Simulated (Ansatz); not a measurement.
# Energy profile

The step: SiH₃Cl ([SiH3][Cl]) + CH₄ → CH₆Si ([CH3][SiH3]) + HCl; bonds formed: Si1–C7, Cl2–H6; bonds broken: Si1–Cl2, H6–C7 (atoms numbered as in the saddle structure below).

```
10
angstrom
Si -0.9784 0.1478 -0.3740
Cl 0.3518 -1.5822 -1.7166
H -0.9735 0.8736 -1.6543
H -1.3981 1.1764 0.6329
H -1.8510 -1.0054 -0.1005
H 0.6698 -0.5709 -0.3130
C 0.8721 0.1576 0.6835
H 1.8512 -0.3371 0.6409
H 0.4205 -0.0859 1.6435
H 1.0355 1.2261 0.5574
```

Electronic energies by CCSD(T) at an estimated basis limit (MP2 extrapolated from triple and quadruple zeta, plus CCSD(T) − MP2 in triple zeta), on PBE0-D4/def2-TZVP structures; CH$_{7}$ClSi, singlet; no counterpoise correction. Ansatz 0.2.0; basis: def2-TZVPP and def2-QZVPP; cores frozen in the correlated methods. Extrapolation: Hartree–Fock as exp(−7.88 √X), correlation as X^−2.97.

Question: Give the profile in eV, counted from the separated reactants. (An estimate is asked for; the value comes from the calculation.)

Answer: By the calculation:
```json
{"point": "separated: SiH$_{3}$Cl (linked as [SiH3][Cl]; Si1, Cl2, H3, H4, H5; singlet) + CH$_{4}$ (H6, C7, H8, H9, H10; singlet)", "eV": "0.000"}
{"point": "start structure", "eV": "-0.036"}
{"point": "saddle", "eV": "2.811"}
{"point": "end structure", "eV": "0.962"}
{"point": "separated: CH$_{6}$Si (linked as [CH3][SiH3]; Si1, H3, H4, H5, C7, H8, H9, H10; singlet) + HCl (Cl2, H6; singlet)", "eV": "1.034"}
```

No T1 diagnostic of these runs exceeds 0.011.

For scale, one of the runs: CCSD(T)/def2-TZVPP, 213 basis functions, launched by `ansatz run in.yaml --threads 4 --pin off --events-out ev --progress --plain --max-ram 9574MiB`. Time: 37 s of wall clock on 4 CPU threads of an Arm Neoverse V1; the host was shared. Peak host memory: 2.8 GiB.
